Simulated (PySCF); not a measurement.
Geometries of 2 isomers of C6H6, from PBE0/def2-SVP geometry optimisation, gas phase in PySCF. One conformer each, no zero-point energy, no frequencies.

Problem. Which isomer lies lower at this level?
A.
```xyz
12
angstrom
C      1.881    0.518   -0.388
C      0.616    0.154   -0.113
C      0.183   -1.059    0.595
C     -1.170   -1.040    0.658
C     -1.663    0.177   -0.002
C     -0.608    0.890   -0.462
H      2.102    1.446   -0.923
H      2.729   -0.102   -0.084
H      0.856   -1.821    0.989
H     -1.806   -1.797    1.120
H     -2.716    0.446   -0.097
H     -0.629    1.840   -0.997
```
B.
```xyz
12
angstrom
C      0.963    1.009   -0.020
C      1.355   -0.330   -0.015
C      0.392   -1.339    0.003
C     -0.963   -1.009    0.015
C     -1.356    0.329    0.010
C     -0.393    1.338   -0.008
H      1.717    1.799   -0.034
H      2.417   -0.588   -0.024
H      0.699   -2.388    0.007
H     -1.718   -1.800    0.029
H     -2.418    0.587    0.019
H     -0.700    2.387   -0.012
```

Solution. B. That is `c1ccccc1`, 37.0 kcal/mol below the other.

```csv
SMILES,atoms numbered as above,E (Eh),relative (kcal/mol),relative (kJ/mol),dipole (D)
c1ccccc1,[cH:1]1[cH:2][cH:3][cH:4][cH:5][cH:6]1,-231.80214,0.0,0.0,0.00
C=C1C=CC=C1,[CH2:1]=[C:2]1[CH:3]=[CH:4][CH:5]=[CH:6]1,-231.74321,37.0,154.7,0.68
```

As drawn, the lower has an aromatic ring, which the higher lacks; the higher has a C=C bond outside aromatic rings, which the lower lacks.
